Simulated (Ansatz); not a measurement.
C$_{3}$H$_{9}$NO, SMILES `CNC(C)O` at its PBE0-D4/def2-TZVP geometry, where that method's forces vanish. Charge 0, multiplicity 1.

```
atom    x (Å)    y (Å)    z (Å)
  C1   0.7080  -0.8549   1.3280
  N2   0.6507   0.4216   0.6452
  C3  -0.5050   0.6188  -0.2045
  C4  -0.5420  -0.3897  -1.3343
  O5  -0.4688   1.9392  -0.6841
  H6   1.5133  -0.8312   2.0638
  H7  -0.2243  -1.1231   1.8516
  H8   0.9377  -1.6556   0.6226
  H9   0.6508   1.1732   1.3249
 H10  -1.4505   0.5588   0.3608
 H11  -1.3522  -0.1315  -2.0170
 H12  -0.7134  -1.4045  -0.9700
 H13   0.4054  -0.3739  -1.8809
 H14   0.3904   2.0526  -1.1060
```

(1) For each bond, give half the difference of the two atoms' forces along it (eV/Å; positive pushes the atoms apart) under PBE-D4, r2SCAN-D4, B3LYP-D4, ωB97M-V in def2-TZVPP. (An estimate is asked.)

Answers

(1) Computed: 
```
  bond  length (Å)  PBE-D4  r2SCAN-D4  B3LYP-D4  ωB97M-V
 C1–N2       1.449    0.07       0.18      0.22     0.24
 C1–H6       1.091    0.07      -0.06     -0.11    -0.09
 C1–H7       1.102    0.11      -0.03     -0.05    -0.11
 C1–H8       1.092    0.10      -0.05     -0.10    -0.10
 N2–C3       1.448    0.09       0.10      0.12     0.10
 N2–H9       1.013    0.24      -0.01     -0.10    -0.12
 C3–C4       1.515   -0.04       0.03      0.10     0.08
 C3–O5       1.405    0.33       0.26      0.26     0.21
C3–H10       1.103    0.12      -0.07     -0.17    -0.19
C4–H11       1.090    0.09      -0.03     -0.08    -0.07
C4–H12       1.092    0.08      -0.04     -0.07    -0.07
C4–H13       1.094    0.11      -0.02     -0.05    -0.06
O5–H14       0.964    0.42       0.02     -0.04    -0.10
```

B3LYP here is the variant with VWN-RPA as its local correlation; programs differ in this.
